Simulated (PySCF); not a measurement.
hydrogen peroxide (H2O2), SMILES OO. Atoms are numbered in the order given.

```xyz
4

O      0.1403    -0.7170     0.0000
O     -0.1403     0.7170     0.0000
H     -0.7681    -1.0474     0.0000
H      0.7681     1.0474     0.0000
```
Charge 0, spin multiplicity 1.

The structure is a stationary point at B3LYP-D3(BJ)/def2-TZVP. A frequency run showed that this geometry is not a minimum.

The numbers are results of SMD-PBE0/def2-SVP (PySCF), not measurements.

Solvation free energies are E(SMD) − E(gas) at the gas-phase geometry, for 1 M in both phases. In vacuum the dipole moment is 0.00 D.

```tsv
solvent	ΔG(solv) (kcal/mol)	its non-electrostatic (CDS) part	dipole (D)
water	(withheld)	(withheld)	(withheld)
chloroform	-3.9	0.2	0.00
ethylethanoate	-5.9	-3.2	0.00
```

Q: Complete the blanks. (Estimate from the structure and the level; the computed values follow.)

A: 
- water, ΔG(solv) (kcal/mol): -8.4
- water, its non-electrostatic (CDS) part: 1.3
- water, dipole (D): 0.00
